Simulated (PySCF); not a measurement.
**XPS shifts beside NMR shieldings**

Species: C7H5N.
Numbering: `[N:1]#[C:2][c:3]1[cH:4][cH:5][cH:6][cH:7][cH:8]1`

Cartesian coordinates in Å at the PBE0-D3(BJ)/def2-TZVP level; atoms count from 1:
```xyz
13
C7H5N angstrom
N      3.564    0.698    0.033
C      2.434    0.477    0.022
C      1.034    0.202    0.009
C      0.118    1.251    0.103
C     -1.238    0.977    0.090
C     -1.684   -0.333   -0.017
C     -0.773   -1.375   -0.111
C      0.586   -1.114   -0.098
H      0.479    2.268    0.186
H     -1.950    1.790    0.164
H     -2.747   -0.542   -0.026
H     -1.123   -2.397   -0.194
H      1.306   -1.919   -0.171
```

Binding energies: delta-SCF UKS SCAN, pcX-3 on the ionised atom, pcseg-2 elsewhere, spin-free X2C in PySCF. Shieldings: GIAO B97-2/pcSseg-2, non-relativistic, same geometry.

| atom | C 1s (eV) |
| --- | --- |
| C2 | 291.91 |
| C3 | 291.64 |
| C4 | 290.84 |
| C5 | 290.80 |
| C6 | 290.74 |

Q: What are the absolute isotropic shieldings of these atoms?

A: 
| atom | environment | C 1s (eV) | isotropic shielding (ppm) |
| --- | --- | --- | --- |
| C6 | aromatic CH carbon | 290.74 | 46.8 |
| C5 | aromatic CH carbon | 290.80 | 50.0 |
| C4 | aromatic CH carbon | 290.84 | 44.8 |
| C3 | substituted aromatic carbon | 291.64 | 65.0 |
| C2 | nitrile carbon | 291.91 | 60.1 |

Q: Among the listed atoms, is the one with the highest binding energy also the least shielded?

A: No. The highest binding energy is at C2 (291.91 eV, shielding 60.1 ppm), the lowest shielding at C4 (44.8 ppm, 290.84 eV).

By binding energy: C6 < C5 ≈ C4 < C3 < C2. By shielding: C4 < C6 < C5 < C2 < C3.

Of atoms equivalent by bonding only the ionised one is listed; its partners' own values can differ in this conformer. The unrestricted hole states depart most from a pure doublet (⟨S²⟩ = 0.75; over 0.85 named) for C 1s of C2 (0.86), which makes this value less certain. Geometry: PBE0-D3(BJ)/def2-TZVP; no solvent, vibrations or thermal averaging.
